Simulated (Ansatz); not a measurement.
```xyz
26

C     2.583    2.141   -1.510
C     2.037    0.844   -2.086
C     1.116    0.085   -1.139
C    -0.174    0.822   -0.805
C    -1.164    0.000    0.009
C    -0.675   -0.354    1.406
C    -1.721   -1.041    2.275
C    -2.147   -2.408    1.764
H     3.113    1.958   -0.570
H     1.788    2.861   -1.306
H     3.285    2.615   -2.199
H     2.874    0.194   -2.361
H     1.499    1.055   -3.018
H     1.664   -0.143   -0.218
H     0.859   -0.882   -1.588
H     0.054    1.746   -0.260
H    -0.652    1.132   -1.742
H    -1.406   -0.914   -0.545
H    -2.104    0.559    0.099
H    -0.345    0.566    1.905
H     0.209   -0.998    1.340
H    -1.324   -1.146    3.290
H    -2.601   -0.391    2.360
H    -2.849   -2.887    2.451
H    -1.284   -3.071    1.656
H    -2.637   -2.343    0.790
```

Charge 0, multiplicity 1.

List the ωB97M-V/def2-TZVPP orbital energies in eV (Ansatz). (An estimate is asked.)

Ansatz gave: Occupied: -281.14, -281.14, -281.07, -281.07, -281.06, -281.06, -280.94, -280.94, -25.52, -24.77, -23.61, -22.11, -21.00, -19.62, -18.76, -18.05, -15.88, -15.43, -15.02, -14.63, -14.61, -13.91, -13.33, -13.06, -12.83, -12.39, -12.12, -11.62, -11.60, -11.39, -11.10, -10.87, -10.83. Lowest empty: 2.66, 2.95, 3.21, 3.22, 3.83, 3.84, 4.15, 4.47.
